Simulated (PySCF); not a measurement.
trimethylamine (C₃H₉N), SMILES CN(C)C.

Coordinates come from a B3LYP-D3(BJ)/def2-SVP optimisation.

These are PySCF with B3LYP-D3(BJ)/def2-SVP values and carry that method's errors.

Frequencies are harmonic and unscaled.

Modes within 1.5 cm⁻¹ of each other (mostly degenerate sets) share a row, with their intensities summed.

Computed vibrational spectrum:
| mode | ν (cm⁻¹) | IR (km/mol) | moving atoms (share of kinetic energy) |
|---|---|---|---|
| 1 | 259 | 0.0 | H 99 % |
| 2–3 | 269 | 1.7 | H 92 %, C 8 % |
| 4 | 339 | 8.8 | N 45 %, H 40 %, C 16 % |
| 5–6 | 427 | 0.0 | H 46 %, C 45 %, N 9 % |
| 7 | 853 | 21.8 | C 68 %, H 21 %, N 11 % |
| 8 | 1069 | 0.0 | H 81 %, C 19 % |
| 9–10 | 1076 | 41.0 | H 51 %, C 37 %, N 12 % |
| 11–12 | 1119 | 19.7 | H 76 %, C 22 % |
| 13 | 1202 | 19.3 | H 60 %, C 22 %, N 19 % |
| 14–15 | 1320 | 38.0 | N 46 %, H 30 %, C 25 % |
| 16–17 | 1429 | 6.9 | H 85 %, C 15 % |
| 18–19 | 1454 | 24.2 | H 97 % |
| 20 | 1462 | 9.4 | H 90 %, C 9 % |
| 21 | 1466 | 0.0 | H 96 % |
| 22 | 1483 | 14.1 | H 86 %, C 13 % |
| 23–24 | 1489 | 18.5 | H 94 % |
| 25–26 | 2890 | 115.2 | H 95 % |
| 27 | 2908 | 193.9 | H 94 % |
| 28–29 | 3055 | 60.4 | H 93 % |
| 30 | 3058 | 49.8 | H 94 % |
| 31 | 3106 | 0.0 | H 90 %, C 10 % |
| 32–33 | 3109 | 81.7 | H 90 %, C 10 % |
